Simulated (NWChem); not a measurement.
Species: hydrogen sulfide (H2S); SMILES S

All runs: NWChem. All runs use the structure optimised with PBE-D3(BJ)/def2-SVP.

Isotropic polarisabilities at PBE0/def2-SVPD: 24.74 bohr³ (static) and 24.99 bohr³ at ω = 0.0428 Ha (1065 nm).

Task: Fit one effective oscillator, α(ω) = α(0)/(1 − ω²/ω₀²), predict α at ω = 0.0773 Ha (589 nm) and compare with a run.

Result: 
1. 1 − α(0)/α(ω) = 0.0100 = (ω/ω₀)², so ω₀ = 0.428 Ha = 11.6 eV.
2. At the second frequency, (ω/ω₀)² = 0.033 and α = 25.6 bohr³.
3. The run gives 25.6 bohr³, a difference of 0.0 %.
